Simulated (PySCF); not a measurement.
**Atomic charges against the basis set**

Compound: P4.
Bonds: P1–P2, P2–P3, P3–P4, P1–P3, P1–P4, P2–P4.

PBE0 throughout (PySCF), one geometry, spherical d and f functions. Isolated species at its PBE0-D3(BJ)/def2-SVP geometry, gas phase. Atoms taken as equivalent share a column and are averaged.

Mulliken charges (e):

| basis | functions | P1/P2/P3/P4 |
| --- | --- | --- |
| STO-3G | 36 | 0.000 |
| 6-31G | 52 | 0.000 |
| 6-31G* | 72 | 0.000 |
| def2-SVP | 72 | 0.000 |
| 6-311+G(2d,p) | 140 | 0.000 |
| def2-TZVP | 148 | 0.000 |

IAO charges (e):

| basis | functions | P1/P2/P3/P4 |
| --- | --- | --- |
| STO-3G | 36 | 0.000 |
| 6-31G | 52 | 0.000 |
| 6-31G* | 72 | 0.000 |
| def2-SVP | 72 | 0.000 |
| 6-311+G(2d,p) | 140 | 0.000 |
| def2-TZVP | 148 | 0.000 |

Hirshfeld charges (e):

```csv
basis,functions,P1/P2/P3/P4
STO-3G,36,0.000
6-31G,52,0.000
6-31G*,72,0.000
def2-SVP,72,0.000
"6-311+G(2d,p)",140,0.000
def2-TZVP,148,0.000
```

Question: Which scheme is steadiest as the basis changes?

Answer: Largest range over the bases for any column: IAO 0.00 e, Mulliken 0.00 e, Hirshfeld 0.00 e. The schemes move by about as much. Without the minimal STO-3G basis the ranges are IAO 0.00, Mulliken 0.00, Hirshfeld 0.00 e.

Question: How much do the charges still move between the two largest bases, 6-311+G(2d,p) and def2-TZVP?

Answer: At most, over all atoms: Mulliken 0.000 e, IAO 0.000 e, Hirshfeld 0.000 e.

Question: What do the same runs give for the total energy and the frontier levels?

Answer: 
```csv
basis,energy (Eh),HOMO (eV),LUMO (eV)
STO-3G,-1349.5138,-4.15,3.97
6-31G,-1364.6968,-8.28,-1.13
6-31G*,-1364.8722,-7.77,-0.87
def2-SVP,-1364.5263,-7.78,-0.77
"6-311+G(2d,p)",-1364.9973,-7.64,-0.83
def2-TZVP,-1365.0086,-7.59,-0.79
```
